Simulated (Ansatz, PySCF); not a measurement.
Reaction: CH4 (methane, SMILES C) → CH3 (SMILES [CH3], doublet) + H (doublet) (the C-H bond breaks)
Each species at its own B3LYP-D3(BJ)/def2-TZVP minimum (Ansatz, a program for electronic structure).

Total energies in hartree (Ansatz). Open shells are spin-unrestricted; no spin-orbit coupling. Cores are frozen in correlated methods. No relativity. For partners of very few electrons the exact lower level stands in for a higher one.

```csv
species,HF/cc-pVTZ,CCSD(T)/cc-pVTZ,HF/cc-pVQZ,CCSD(T)/cc-pVQZ,CCSDT(Q)/cc-pVQZ
1: CH4 (SMILES C),-40.21333,-40.43810,-40.21615,-40.45088,-40.45140
"2: CH3 (SMILES [CH3], doublet)",-39.57748,-39.76098,-39.58026,-39.77245,-39.77302
3: H (doublet),-0.49981,-0.49981,-0.49995,-0.49995,-0.49995
```

Task: Work out the bond dissociation energy (enthalpy at 298 K, ideal-gas terms from PySCF's Hessians at B3LYP-D3(BJ)/def2-TZVP) in kcal/mol: take Hartree-Fock from cc-pVQZ, extrapolate the CCSD(T) correlation energy as X^-3 (X = 3, 4), and add CCSDT(Q) - CCSD(T) in cc-pVQZ. The further terms named in the bracket sum to -0.01233 hartree. 1 hartree = 627.51 kcal/mol.

Result: 
Species 1: correlation (64·(-0.23473) - 27·(-0.22477))/37 = -0.24200; step -0.00052; E1 = -40.21615 + (-0.24200) + (-0.00052) = -40.45867
Species 2: correlation (64·(-0.19219) - 27·(-0.18350))/37 = -0.19853; step -0.00057; E2 = -39.58026 + (-0.19853) + (-0.00057) = -39.77936
Species 3: correlation (64·(0.00000) - 27·(0.00000))/37 = 0.00000; step +0.00000; E3 = -0.49995 + (0.00000) + (+0.00000) = -0.49995
-1·E1 +1·E2 +1·E3 -0.01233 = 0.16703 hartree = 104.8 kcal/mol. From measured enthalpies of formation at 298 K: 104.9 kcal/mol (Active Thermochemical Tables 1.112 (ions: stationary electron), as tabulated in the package chemicals). The calculations leave out spin-orbit terms. The composite differs from it by -0.1 kcal/mol; core, relativistic and spin-orbit terms are not in it.
